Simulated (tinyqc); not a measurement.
LCCD on RHF in the sto-3g basis, for HF, spin multiplicity 1, step by step. Computed by tinyqc, a small Python program that keeps every step (integrals from PySCF). Settings: charge = 0, multiplicity = 1, basis = sto-3g, method = RHF, energy threshold = 1e-10, iteration cap = 83, orthogonalisation = symmetric, start = atomic densities, DIIS depth = 6, amplitude equations = LCCD, DIIS depth for amplitudes = 0, cap on updates = 64. Command: `OMP_NUM_THREADS=1 python tinyqc.py 22945 22946 out.jsonl` (the two numbers bound the seeds that draw the settings). One thread of a shared host (Intel(R) Xeon(R) Processor @ 2.60GHz), about 0.1 s of CPU time with the checks. The early iterations of the SCF are left out here.

## One-electron integrals

Geometry (angstrom):
```
atom,x,y,z
F,0.000000,0.000000,0.000000
H,0.000000,0.000000,1.120000
```

Basis sto-3g: exponents (1/bohr^2) and contraction coefficients of normalised primitives:
```
element,l (shell),exponent,coefficient
F,s (1),166.679130,0.154329
F,s (1),30.360812,0.535328
F,s (1),8.216821,0.444635
F,s (2),6.464803,-0.099967
F,s (2),1.502281,0.399513
F,s (2),0.488588,0.700115
F,p (3),6.464803,0.155916
F,p (3),1.502281,0.607684
F,p (3),0.488588,0.391957
H,s (1),3.425251,0.154329
H,s (1),0.623914,0.535328
H,s (1),0.168855,0.444635
```

Overlap, kinetic and nuclear-attraction integrals over the contracted functions; the nuclear repulsion is the sum of Za Zb / Rab.

nuclear repulsion = 4.25231687 hartree

overlap S:
```
,1F 1s,1F 2s,1F 2px,1F 2py,1F 2pz,2H 1s
1F 1s,1.000000,0.237990,0.000000,0.000000,0.000000,0.030429
1F 2s,0.237990,1.000000,0.000000,0.000000,0.000000,0.324963
1F 2px,0.000000,0.000000,1.000000,0.000000,0.000000,0.000000
1F 2py,0.000000,0.000000,0.000000,1.000000,0.000000,0.000000
1F 2pz,0.000000,0.000000,0.000000,0.000000,1.000000,0.275304
2H 1s,0.030429,0.324963,0.000000,0.000000,0.275304,1.000000
```

kinetic energy T (hartree):
```
,1F 1s,1F 2s,1F 2px,1F 2py,1F 2pz,2H 1s
1F 1s,36.984577,-0.212858,0.000000,0.000000,0.000000,-0.007590
1F 2s,-0.212858,1.037995,0.000000,0.000000,0.000000,0.044832
1F 2px,0.000000,0.000000,3.248015,0.000000,0.000000,0.000000
1F 2py,0.000000,0.000000,0.000000,3.248015,0.000000,0.000000
1F 2pz,0.000000,0.000000,0.000000,0.000000,3.248015,0.140797
2H 1s,-0.007590,0.044832,0.000000,0.000000,0.140797,0.760032
```

nuclear attraction V (hartree):
```
,1F 1s,1F 2s,1F 2px,1F 2py,1F 2pz,2H 1s
1F 1s,-77.482059,-9.289254,0.000000,0.000000,-0.010094,-1.217715
1F 2s,-9.289254,-12.012955,0.000000,0.000000,-0.124833,-2.859154
1F 2px,0.000000,0.000000,-11.896936,0.000000,0.000000,0.000000
1F 2py,0.000000,0.000000,0.000000,-11.896936,0.000000,0.000000
1F 2pz,-0.010094,-0.124833,0.000000,0.000000,-11.967075,-2.105380
2H 1s,-1.217715,-2.859154,0.000000,0.000000,-2.105380,-5.397473
```

core Hamiltonian H = T + V (hartree):
```
,1F 1s,1F 2s,1F 2px,1F 2py,1F 2pz,2H 1s
1F 1s,-40.497483,-9.502112,0.000000,0.000000,-0.010094,-1.225305
1F 2s,-9.502112,-10.974960,0.000000,0.000000,-0.124833,-2.814321
1F 2px,0.000000,0.000000,-8.648921,0.000000,0.000000,0.000000
1F 2py,0.000000,0.000000,0.000000,-8.648921,0.000000,0.000000
1F 2pz,-0.010094,-0.124833,0.000000,0.000000,-8.719060,-1.964583
2H 1s,-1.225305,-2.814321,0.000000,0.000000,-1.964583,-4.637441
```

## Two-electron integrals

Functions are numbered as in S; the eight-fold symmetry (ij|kl) = (ji|kl) = (kl|ij) leaves the list below.

Two-electron integrals (ij|kl) in chemists' order, unique and non-zero (hartree):
```
i,j,k,l,(ij|kl)
1,1,1,1,5.403501
2,1,1,1,0.841920
2,1,2,1,0.156299
2,2,1,1,1.268028
2,2,2,1,0.292344
2,2,2,2,0.926167
3,1,3,1,0.027998
3,2,3,1,0.043169
3,2,3,2,0.204588
3,3,1,1,1.264502
3,3,2,1,0.292403
3,3,2,2,0.925959
3,3,3,3,0.997514
4,1,4,1,0.027998
4,2,4,1,0.043169
4,2,4,2,0.204588
4,3,4,3,0.053770
4,4,1,1,1.264502
4,4,2,1,0.292403
4,4,2,2,0.925959
4,4,3,3,0.889973
4,4,4,4,0.997514
5,1,5,1,0.027998
5,2,5,1,0.043169
5,2,5,2,0.204588
5,3,5,3,0.053770
5,4,5,4,0.053770
5,5,1,1,1.264502
5,5,2,1,0.292403
5,5,2,2,0.925959
5,5,3,3,0.889973
5,5,4,4,0.889973
5,5,5,5,0.997514
6,1,1,1,0.109021
6,1,2,1,0.020079
6,1,2,2,0.037354
6,1,3,3,0.037296
6,1,4,4,0.037296
6,1,5,1,0.000817
6,1,5,2,0.001539
6,1,5,5,0.037476
6,1,6,1,0.002606
6,2,1,1,0.289322
6,2,2,1,0.067656
6,2,2,2,0.240709
6,2,3,3,0.237112
6,2,4,4,0.237112
6,2,5,1,0.004612
6,2,5,2,0.036705
6,2,5,5,0.247662
6,2,6,1,0.008828
6,2,6,2,0.078440
6,3,3,1,0.006922
6,3,3,2,0.041623
6,3,5,3,0.007633
6,3,6,3,0.011373
6,4,4,1,0.006922
6,4,4,2,0.041623
6,4,5,4,0.007633
6,4,6,4,0.011373
6,5,1,1,0.202441
6,5,2,1,0.047928
6,5,2,2,0.182531
6,5,3,3,0.174844
6,5,4,4,0.174844
6,5,5,1,0.009771
6,5,5,2,0.067871
6,5,5,5,0.197694
6,5,6,1,0.006502
6,5,6,2,0.073034
6,5,6,5,0.078894
6,6,1,1,0.463164
6,6,2,1,0.110067
6,6,2,2,0.452506
6,6,3,3,0.437699
6,6,4,4,0.437699
6,6,5,1,0.008948
6,6,5,2,0.101397
6,6,5,5,0.481648
6,6,6,1,0.014435
6,6,6,2,0.193588
6,6,6,5,0.209810
6,6,6,6,0.774606
```

## Orthogonalisation

S = U s U^T; symmetric (Loewdin) form X = U s^(-1/2) U^T, so that X^T S X = 1.

eigenvalues of S: 0.543930  0.847609  1.000000  1.000000  1.128759  1.479703

X:
```
,1F 1s,1F 2s,1F 2px,1F 2py,1F 2pz,2H 1s
1F 1s,1.022835,-0.128707,0.000000,0.000000,-0.004365,0.017142
1F 2s,-0.128707,1.070281,0.000000,0.000000,0.039788,-0.188023
1F 2px,0.000000,0.000000,1.000000,0.000000,0.000000,0.000000
1F 2py,0.000000,0.000000,0.000000,1.000000,0.000000,0.000000
1F 2pz,-0.004365,0.039788,0.000000,0.000000,1.032901,-0.156093
2H 1s,0.017142,-0.188023,0.000000,0.000000,-0.156093,1.079383
```

## Iteration 7 (converged): orbitals

converged F (hartree):
```
,1F 1s,1F 2s,1F 2px,1F 2py,1F 2pz,2H 1s
1F 1s,-25.908623,-6.624369,0.000000,0.000000,-0.018089,-0.863244
1F 2s,-6.624369,-3.023734,0.000000,0.000000,-0.043223,-0.800283
1F 2px,0.000000,0.000000,-0.462150,0.000000,0.000000,0.000000
1F 2py,0.000000,0.000000,0.000000,-0.462150,0.000000,0.000000
1F 2pz,-0.018089,-0.043223,0.000000,0.000000,-0.257293,-0.482070
2H 1s,-0.863244,-0.800283,0.000000,0.000000,-0.482070,-0.373951
```

Diagonalise F' = X^T F X, C = X C', fill 5 alpha and 5 beta electrons from the bottom; D = 2 C_occ C_occ^T. Each column has its largest component positive (the first on a tie).

F' = X^T F X (hartree):
```
,1,2,3,4,5,6
1,-25.437972,-3.400201,0.000000,0.000000,-0.040935,-0.079943
2,-3.400201,-1.797430,0.000000,0.000000,0.072812,-0.396492
3,0.000000,0.000000,-0.462150,0.000000,0.000000,0.000000
4,0.000000,0.000000,0.000000,-0.462150,0.000000,0.000000
5,-0.040935,0.072812,0.000000,0.000000,-0.125771,-0.473261
6,-0.079943,-0.396492,0.000000,0.000000,-0.473261,-0.060865
```

orbital energies (hartree): MO1 -25.918043, MO2 -1.427124, MO3 -0.522135, MO4 -0.462150, MO5 -0.462150, MO6 0.445264

coefficients C:
```
,MO1,MO2,MO3,MO4,MO5,MO6
1F 1s,0.994903,-0.255824,0.061200,0.000000,0.000000,0.063607
1F 2s,0.021105,0.981048,-0.315937,0.000000,0.000000,-0.369172
1F 2px,0.000000,0.000000,0.000000,0.571712,0.820454,0.000000
1F 2py,0.000000,0.000000,0.000000,0.820454,-0.571712,0.000000
1F 2pz,0.001734,0.041274,0.687598,0.000000,0.000000,-0.786355
2H 1s,-0.003844,0.117828,0.575346,0.000000,0.000000,0.938167
```

D after iteration 7:
```
,1F 1s,1F 2s,1F 2px,1F 2py,1F 2pz,2H 1s
1F 1s,2.118046,-0.498627,0.000000,0.000000,0.066494,0.002487
1F 2s,-0.498627,2.125432,0.000000,0.000000,-0.353417,-0.132518
1F 2px,0.000000,0.000000,2.000000,0.000000,0.000000,0.000000
1F 2py,0.000000,0.000000,0.000000,2.000000,0.000000,0.000000
1F 2pz,0.066494,-0.353417,0.000000,0.000000,0.948994,0.800927
2H 1s,0.002487,-0.132518,0.000000,0.000000,0.800927,0.689843
```

Within a degenerate level the vectors are fixed only up to a rotation; this is one choice.

## Convergence

Stop when the energy changes by less than 1e-10 hartree and every element of the error matrix X^T (F D S - S D F) X is below 3e-06.

Course of the cycle:
```
iteration,E (hartree),change,largest element of the error matrix
1,-99.21658032,-,9.41e-01
2,-98.49567960,7.21e-01,2.87e-01
3,-98.54650184,-5.08e-02,2.32e-02
4,-98.54700246,-5.01e-04,3.27e-03
5,-98.54700934,-6.88e-06,4.27e-05
6,-98.54700935,-1.39e-09,9.02e-07
7,-98.54700935,-4.26e-13,4.36e-09
```

PySCF RHF in the same basis = -98.54700935 hartree

Converged in 7 iterations.

## Integrals over molecular orbitals

(pq|rs) = sum C_ip C_jq C_kr C_ls (ij|kl), one index at a time.

one-electron integrals over orbitals h = C^T H C (hartree):
```
,1,2,3,4,5,6
1,-40.479899,0.716415,-0.162392,0.000000,0.000000,-0.173593
2,0.716415,-9.128717,0.536494,0.000000,0.000000,0.932995
3,-0.162392,0.536494,-7.101266,0.000000,0.000000,2.118105
4,0.000000,0.000000,0.000000,-8.648921,0.000000,0.000000
5,0.000000,0.000000,0.000000,0.000000,-8.648921,0.000000
6,-0.173593,0.932995,2.118105,0.000000,0.000000,-6.056074
```

Two-electron integrals over orbitals (pq|rs), unique and non-zero (hartree):
```
p,q,r,s,(pq|rs)
1,1,1,1,5.363827
2,1,1,1,-0.516376
2,1,2,1,0.078426
2,2,1,1,1.221551
2,2,2,1,-0.021839
2,2,2,2,0.864809
3,1,1,1,0.122738
3,1,2,1,-0.017725
3,1,2,2,0.008748
3,1,3,1,0.019148
3,2,1,1,-0.132991
3,2,2,1,0.006348
3,2,2,2,-0.040247
3,2,3,1,0.020704
3,2,3,2,0.145187
3,3,1,1,0.927769
3,3,2,1,-0.009229
3,3,2,2,0.717164
3,3,3,1,-0.003151
3,3,3,2,-0.025097
3,3,3,3,0.707364
4,1,4,1,0.029557
4,2,4,1,0.039775
4,2,4,2,0.186599
4,3,4,1,-0.008630
4,3,4,2,-0.033697
4,3,4,3,0.039438
4,4,1,1,1.264019
4,4,2,1,-0.014871
4,4,2,2,0.889041
4,4,3,1,0.003599
4,4,3,2,-0.072572
4,4,3,3,0.706278
4,4,4,4,0.997514
5,1,5,1,0.029557
5,2,5,1,0.039775
5,2,5,2,0.186599
5,3,5,1,-0.008630
5,3,5,2,-0.033697
5,3,5,3,0.039438
5,4,5,4,0.053770
5,5,1,1,1.264019
5,5,2,1,-0.014871
5,5,2,2,0.889041
5,5,3,1,0.003599
5,5,3,2,-0.072572
5,5,3,3,0.706278
5,5,4,4,0.889973
5,5,5,5,0.997514
6,1,1,1,0.128553
6,1,2,1,-0.020672
6,1,2,2,0.002141
6,1,3,1,-0.011087
6,1,3,2,-0.024043
6,1,3,3,0.007887
6,1,4,4,0.003658
6,1,5,5,0.003658
6,1,6,1,0.021868
6,2,1,1,-0.187399
6,2,2,1,0.004637
6,2,2,2,-0.102603
6,2,3,1,-0.020025
6,2,3,2,-0.066572
6,2,3,3,-0.026116
6,2,4,4,-0.100755
6,2,5,5,-0.100755
6,2,6,1,0.017956
6,2,6,2,0.092621
6,3,1,1,-0.398451
6,3,2,1,0.006770
6,3,2,2,-0.211369
6,3,3,1,0.001724
6,3,3,2,0.088596
6,3,3,3,-0.104008
6,3,4,4,-0.227961
6,3,5,5,-0.227961
6,3,6,1,-0.005521
6,3,6,2,0.044828
6,3,6,3,0.211818
6,4,4,1,-0.008357
6,4,4,2,-0.033792
6,4,4,3,-0.019863
6,4,6,4,0.029959
6,5,5,1,-0.008357
6,5,5,2,-0.033792
6,5,5,3,-0.019863
6,5,6,5,0.029959
6,6,1,1,0.858333
6,6,2,1,-0.009087
6,6,2,2,0.655081
6,6,3,1,0.012246
6,6,3,2,0.055221
6,6,3,3,0.659623
6,6,4,4,0.635372
6,6,5,5,0.635372
6,6,6,1,-0.008291
6,6,6,2,-0.059379
6,6,6,3,-0.021714
6,6,6,6,0.691984
```

## LCCD: starting amplitudes

t_ij^ab = <ij||ab> / (e_i + e_j - e_a - e_b), whose energy is MP2.

Starting amplitudes (spin orbitals 1a, 1b, ...; amplitudes related by a flip of all spins are not repeated):
```
from,to,t
3a 3b,6a 6b,-0.109478
2a 2b,6a 6b,-0.024733
5a 5b,6a 6b,-0.016508
4a 4b,6a 6b,-0.016508
2a 3b,6a 6b,-0.015786
1a 2b,6a 6b,-0.000636
1a 1b,6a 6b,-0.000415
1a 3b,6a 6b,0.000202
```

correlation energy = -0.02791879 hartree

## LCCD: amplitude update 1

t_ij^ab D_ij^ab are set to the remaining terms of the spin-orbital equations, evaluated with the old amplitudes; for the doubles these are <ij||ab> + 1/2 <ab||ef> t_ij^ef + 1/2 <mn||ij> t_mn^ab + P(ij)P(ab) <mb||ej> t_im^ae, D the orbital-energy denominators (linear CCD).

Amplitudes after update 1 (spin orbitals 1a, 1b, ...; amplitudes related by a flip of all spins are not repeated):
```
from,to,t
3a 3b,6a 6b,-0.154549
2a 2b,6a 6b,-0.025524
2a 3b,6a 6b,-0.024890
5a 5b,6a 6b,-0.018851
4a 4b,6a 6b,-0.018851
1a 2b,6a 6b,-0.000531
1a 1b,6a 6b,-0.000322
1a 3b,6a 6b,0.000097
```

correlation energy = -0.03848856 hartree

## LCCD: convergence

E_corr = 1/4 sum <ij||ab> t_ij^ab; stop when the norm of the change is below 1e-8.

Course of the amplitude iterations:
```
update,correlation energy (hartree),norm of the change
0,-0.02791879,-
1,-0.03848856,9.40e-02
2,-0.04291357,4.11e-02
3,-0.04483693,1.82e-02
4,-0.04568507,8.14e-03
5,-0.04606132,3.63e-03
6,-0.04622870,1.62e-03
7,-0.04630328,7.25e-04
8,-0.04633654,3.24e-04
9,-0.04635138,1.45e-04
10,-0.04635800,6.47e-05
11,-0.04636096,2.89e-05
12,-0.04636228,1.29e-05
13,-0.04636287,5.77e-06
14,-0.04636313,2.58e-06
15,-0.04636325,1.15e-06
16,-0.04636330,5.15e-07
17,-0.04636333,2.30e-07
18,-0.04636334,1.03e-07
19,-0.04636334,4.60e-08
20,-0.04636334,2.06e-08
21,-0.04636334,9.20e-09
```

Converged amplitudes (spin orbitals 1a, 1b, ...; amplitudes related by a flip of all spins are not repeated):
```
from,to,t
3a 3b,6a 6b,-0.190112
2a 3b,6a 6b,-0.031775
2a 2b,6a 6b,-0.022556
5a 5b,6a 6b,-0.018901
4a 4b,6a 6b,-0.018901
1a 2b,6a 6b,-0.000469
1a 1b,6a 6b,-0.000305
1a 3b,6a 6b,0.000018
```

LCCD total energy = -98.59337269 hartree

Converged in 21 updates.
